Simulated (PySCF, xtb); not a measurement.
propene (C3H6), SMILES C=CC.

GFN2-xTB (xtb 6.7.1) at its own geometry gives an orbital gap of 5.46 eV and a dipole moment of 0.46 D.

Coordinates come from a ωB97X-D3(BJ)/def2-TZVP optimisation.

Problem. What does HF/def2-TZVPD in PySCF give? (The exact figures need the calculation; the answer reports its results.)

Solution. gap 11.96 eV (levels -9.81 and 2.14 eV), dipole 0.41 D.
